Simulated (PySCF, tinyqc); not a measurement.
Ways to converge the cycle: SCF convergence aids in the sto-3g basis, for BH, spin multiplicity 1. Computed by the program tinyqc with PySCF. 

Geometry (angstrom):
```
atom       x       y       z
B     0.0000  0.0000  0.0000
H     0.0000  0.0000  1.6470
```

lowest restricted solution found by these runs and by PySCF = -24.692039 hartree

RHF with one setting changed at a time; a run stops when the energy changes by less than 1e-09 hartree and the error matrix is below 1e-5. The start is the core Hamiltonian. Damping d keeps d of the old density; a shift (hartree) raises the virtual levels; DIIS n extrapolates F over n matrices.

Largest element of the error matrix X^T (FDS - SDF) X:
```
iteration    plain  damping 0.3  damping 0.6  shift 0.4   DIIS 3   DIIS 8
1          4.5e-01      4.5e-01      4.5e-01    4.5e-01  4.5e-01  4.5e-01
2          1.4e-01      1.2e-01      3.0e-01    3.9e-01  1.4e-01  1.4e-01
3          3.1e-02      6.0e-02      1.8e-01    1.4e-01  3.9e-02  3.9e-02
4          1.0e-02      3.0e-02      1.1e-01    4.7e-02  3.1e-03  3.1e-03
5          3.4e-03      1.6e-02      6.1e-02    1.6e-02  2.2e-04  1.7e-04
6          1.1e-03      8.9e-03      4.3e-02    5.7e-03  7.2e-06  8.9e-07
8          1.2e-04      2.6e-03      2.1e-02    7.0e-04        -        -
10         1.4e-05      7.3e-04      1.1e-02    9.3e-05        -        -
14               -      5.8e-05      3.0e-03    6.0e-06        -        -
20               -      1.3e-06      4.8e-04          -        -        -
30               -            -      2.2e-05          -        -        -
```

How each run ends:
```
run          iterations  E (hartree)         state
plain                11   -24.692039  lowest found
damping 0.3          20   -24.692039  lowest found
damping 0.6          41   -24.692039  lowest found
shift 0.4            14   -24.692039  lowest found
DIIS 3                7   -24.692039  lowest found
DIIS 8                7   -24.692039  lowest found
```

6 of 6 runs reach the lowest restricted solution found, in 7 to 41 iterations (fastest: DIIS 3, DIIS 8). Plain steps already contract here, so damping only slows them. DIIS 3 and DIIS 8 gain by cancelling the error over several earlier matrices, much as a quasi-Newton step does. The restricted reference is unstable here: a spin-polarised solution lies 0.0053 hartree lower (PySCF), so results built on it describe a poor reference.
